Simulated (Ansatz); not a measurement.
**CH4B2 (SMILES B=CB): one structure at several levels**

An exercise on one series of results from a longer session: the logs are not shown, and one member is left open.

The runs use Ansatz 0.2.0, Gaussian basis; single points in def2-TZVPP.

Cores are frozen in the correlated methods.

### The system as given

SMILES `B=CB`, 7 atoms, charge 0, spin multiplicity 1.

Atoms are counted from 1 here; the program's logs count them from 0.

Bond lengths: B1–C2 1.393 Å, B1–H4 1.138 Å, C2–B3 1.532 Å, C2–H5 1.064 Å, B3–H6 1.180 Å, B3–H7 1.162 Å. Angles: C2–B1–H4 172.2°, B1–C2–B3 110.4°, B1–C2–H5 131.7°, B3–C2–H5 117.9°, C2–B3–H6 121.8°, C2–B3–H7 119.5°, H6–B3–H7 118.7°.

Geometry (Å):

```
B    -1.31950    0.00520   -0.47250
C     0.05090   -0.11700   -0.69240
B     0.81770    0.03250    0.62490
H    -2.40110    0.13960   -0.14650
H     0.61400   -0.26970   -1.58180
H     0.26520    0.25420    1.64370
H     1.97820   -0.01600    0.61930
```

The first run:

run/in.yaml

```yaml
crystal:
  periodic: [false, false, false]
  atoms:
    - {symbol: B, position_ang: [-1.319500, 0.005200, -0.472500]}
    - {symbol: C, position_ang: [0.050900, -0.117000, -0.692400]}
    - {symbol: B, position_ang: [0.817700, 0.032500, 0.624900]}
    - {symbol: H, position_ang: [-2.401100, 0.139600, -0.146500]}
    - {symbol: H, position_ang: [0.614000, -0.269700, -1.581800]}
    - {symbol: H, position_ang: [0.265200, 0.254200, 1.643700]}
    - {symbol: H, position_ang: [1.978200, -0.016000, 0.619300]}
basis:
  gaussian: {orbitals: def2-TZVPP}
correlation: {method: ccsd_t}
output: {forces: true}
```

The command line of these runs was not kept.

Among the steps run: CCSD(T)/def2-TZVPP; PBE0-D4/def2-TZVPP; wB97M-V/def2-TZVPP; r2SCAN-D4/def2-TZVPP; PBE-D4/def2-TZVPP; revPBE-D4/def2-TZVPP; wB97X-V/def2-TZVPP.

One table of the session follows, with a row left open; its other results are not shown here.

```
   method  RMS force component (eV/Å)  angle to CCSD(T) forces (°)  dipole (D)
  CCSD(T)                       0.533                    reference        1.89
  PBE0-D4                       0.666                         10.6        1.96
  wB97M-V                       0.619                         14.8        2.02
r2SCAN-D4                           ?                            ?           ?
   PBE-D4                       0.665                          6.6        1.87
revPBE-D4                       0.634                          6.1        1.87
  wB97X-V                       0.666                         10.2        2.01
```

Estimate the missing values for r2SCAN-D4.

**Answer.** RMS force component (eV/Å): 0.636; angle to CCSD(T) forces (°): 9.4; dipole (D): 1.91. In the column «RMS force component (eV/Å)» it lies between revPBE-D4 (0.634) and PBE-D4 (0.665).
